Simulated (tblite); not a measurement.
Compound: C5H9O (doublet state).
Cartesian coordinates in Å at the GFN2-xTB level; atoms count from 1:
```
atom  x, y, z in Å
O1     1.5203   -1.8204   -0.6835
C2     0.8505   -0.9629    0.0277
C3     1.1363    0.5612   -0.2619
C4    -0.1078    1.2519    0.2651
C5    -1.2453    0.3136   -0.1491
C6    -0.7002   -1.0969    0.0807
H7     1.2116   -1.0585    1.0838
H8     2.0626    0.9019    0.1931
H9     1.2162    0.6616   -1.3445
H10   -0.2280    2.2509   -0.1528
H11   -0.0627    1.3339    1.3529
H12   -2.1583    0.5007    0.4143
H13   -1.4607    0.4583   -1.2085
H14   -1.0220   -1.7986   -0.6868
H15   -1.0169   -1.4886    1.0477
```

Level: GFN2-xTB in tblite, geometry and Hessian alike; calculated harmonic values, unscaled, isolated species. Against measured fundamentals such values can be off by several per cent, at times by over 20. One conformer, not necessarily the lowest. Open shells enter through the occupations alone, without spin polarisation, and single modes of such species can be off by tens of per cent.

Harmonic wavenumbers (cm⁻¹): 64.4, 237.7, 342.4, 430.0, 512.8, 554.7, 647.2, 789.8, 843.4, 859.2, 939.3, 967.9, 990.5, 1025.2, 1069.8, 1087.7, 1104.5, 1120.2, 1150.9, 1195.8, 1212.2, 1256.5, 1275.7, 1305.5, 1309.4, 1318.3, 1463.9, 1468.5, 1481.0, 1493.7, 2551.3, 2975.9, 2982.8, 2995.1, 3000.6, 3005.8, 3011.2, 3023.9, 3028.6.

A = 6287, B = 3284, C = 2412 MHz; mass 85.065 u (most abundant isotopes); point group C1, symmetry number 1; spin multiplicity 2.

Task: Zero-point energy?

Result: Half the sum of the wavenumbers: 28047 cm⁻¹ = 335.51 kJ/mol.

Task: Entropy at 298.15 K, 1 bar (ideal gas, RRHO, classical rotation)?

Result: Translation 164.27, rotation 109.92, vibration 47.18, spin (R ln 2) 5.76: S = 327.1 J/(mol K).

Task: And Cp and H(298.15 K) − H(0)?

Result: Cp = 101.50 J/(mol K), of which vibrations give 68.24 (their classical limit is 39 R = 324.3); H(298.15 K) − H(0) = 18.06 kJ/mol without the zero-point energy, 8.15 from vibrations.

Task: What must be added to the electronic energy to get the Gibbs energy at 298.15 K and 1 bar?

Result: ZPE + [H(298.15 K) − H(0)] − T·S = 335.51 + 18.06 − 97.53 = 256.04 kJ/mol.

Task: Which modes carry the vibrational entropy at 298.15 K?

Result: 64.4 cm⁻¹: 18.06; 237.7 cm⁻¹: 7.62; 342.4 cm⁻¹: 5.02; 430.0 cm⁻¹: 3.59; 512.8 cm⁻¹: 2.62; 554.7 cm⁻¹: 2.24 J/(mol K); the other 33 give 8.02 together.

Task: Blend soft modes into free rotors: weight 1/[1 + (100 cm⁻¹/ν̃)⁴] for the oscillator and the rest for a rotor with moment μB/(μ + B), μ = h/(8π²ν), B = 10⁻⁴⁴ kg m². What vibrational entropy results?

Result: 43.57 J/(mol K) in place of 47.18, which changes −T·S at 298.15 K by +1.08 kJ/mol.

Hindered rotation and anharmonicity are outside this model. Other conformers, if any are populated, would add a mixing term that is left out. The structure is chiral; the term R ln 2 for an equal mix with its mirror image is left out.
